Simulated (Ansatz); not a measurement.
Predict the output of the script below (the Ansatz DFT code, driven from Python).

Script `ch4bcl.py`:
```python
# -*- coding: utf-8 -*-
import itertools

import ansatz
from ase.data import atomic_numbers, covalent_radii
import numpy as np

geometry_ang = [
    ('B', (-0.6575, -0.054, -0.6114)),
    ('C', (0.4462, -0.1487, 0.4559)),
    ('Cl', (1.2802, 1.4022, 0.6174)),
    ('H', (-1.3137, -0.9302, -0.8757)),
    ('H', (-0.8935, 1.007, -1.2015)),
    ('H', (1.1643, -0.9145, 0.1319)),
    ('H', (0.0353, -0.4297, 1.4376)),
]
molecule = ansatz.Crystal.molecule()
for symbol, xyz in geometry_ang:
    molecule = molecule.atom(symbol, xyz)

job = (
    molecule.calculation()
    .basis(gaussian='def2-SVP')
    .functional('b3lyp', dispersion='d3bj')
)
symbols = [site.symbol for site in molecule.cartesian_sites]
start = np.array([site.position_ang for site in molecule.cartesian_sites], dtype=float)
report = job.relax(force_tolerance=0.01, max_steps=100).run(threads=1, backend='cpu').report
end = np.array(report['positions_ang'])
radius = [covalent_radii[atomic_numbers[s]] for s in symbols]
span = lambda where, i, j: np.linalg.norm(where[i] - where[j])
bonded = [(i, j) for i, j in itertools.combinations(range(len(symbols)), 2) if min(span(start, i, j), span(end, i, j)) < 1.2 * (radius[i] + radius[j])]
print('pair        before    after (A)')
for i, j in bonded:
    print(f'{symbols[i]}{i}-{symbols[j]}{j}'.ljust(10), f'{span(start, i, j):8.4f} {span(end, i, j):8.4f}')
for first, second in list(itertools.combinations(bonded, 2)):
    shared = set(first) & set(second)
    if shared and symbols[(j := shared.pop())] != 'H':
        i, k = sorted((set(first) | set(second)) - {j})
        u, v = end[i] - end[j], end[k] - end[j]
        angle = np.degrees(np.arccos(np.clip(u @ v / np.linalg.norm(u) / np.linalg.norm(v), -1, 1)))
        print(f'final angle {symbols[i]}{i}-{symbols[j]}{j}-{symbols[k]}{k}: {angle:.2f} deg')

minimum = ansatz.Crystal.molecule()
for symbol, place in zip(symbols, end):
    minimum = minimum.atom(symbol, place.tolist())
at_minimum = minimum.calculation()
level = lambda method, basis: at_minimum.basis(gaussian=basis).correlation(method).run(threads=1, backend='cpu').report
small, large, cluster = level('mp2', 'cc-pVDZ'), level('mp2', 'cc-pVTZ'), level('ccsd_t', 'cc-pVDZ')
corr = lambda each: (each['free_energy_ev'] - each['reference_energy_ev']) / 27.211386246
mp2_limit = (27 * corr(large) - 8 * corr(small)) / 19
pieces = {'HF / cc-pVTZ': large['reference_energy_ev'] / 27.211386246, 'MP2 correlation, DZ-TZ limit': mp2_limit, 'CCSD(T) - MP2 / cc-pVDZ': corr(cluster) - corr(small)}
for name, value in pieces.items():
    print(f'{name:32s} {value:14.6f} Ha')
print(f'{"sum":32s} {sum(pieces.values()):14.6f} Ha')
print('T1 diagnostic', round(cluster['correlation']['coupled_cluster']['t1_diagnostic'], 4))
```

```console
$ python ch4bcl.py
pair        before    after (A)
B0-C1        1.5383   1.5571
B0-H3        1.1261   1.2087
B0-H4        1.2368   1.2029
C1-Cl2       1.7683   1.8071
C1-H5        1.0987   1.1051
C1-H6        1.1007   1.1051
final angle C1-B0-H3: 116.96 deg
final angle C1-B0-H4: 123.11 deg
final angle B0-C1-Cl2: 116.72 deg
final angle B0-C1-H5: 109.30 deg
final angle B0-C1-H6: 109.40 deg
final angle H3-B0-H4: 119.92 deg
final angle Cl2-C1-H5: 107.93 deg
final angle Cl2-C1-H6: 107.93 deg
final angle H5-C1-H6: 104.92 deg
HF / cc-pVTZ                        -524.399997 Ha
MP2 correlation, DZ-TZ limit          -0.507758 Ha
CCSD(T) - MP2 / cc-pVDZ               -0.052869 Ha
sum                                 -524.960624 Ha
T1 diagnostic 0.0087
```

Total energies depend on the basis set; only differences at equal settings carry meaning. The sum leaves out core correlation, relativity, the Hartree-Fock basis error and zero-point energy; a DZ-TZ extrapolation is rough. b3lyp holds the VWN-RPA fit, as in Gaussian; the form of ORCA and Turbomole is b3lyp5. Inner cores stay frozen, so this is valence correlation. For Al to Cl the sets with a tight d function, cc-pV(X+d)Z, are usual. Hardware and time: 15 s on 1 thread of AMD EPYC 7B13 (Zen 3), with other jobs on the host, peak memory 0.31 GiB.
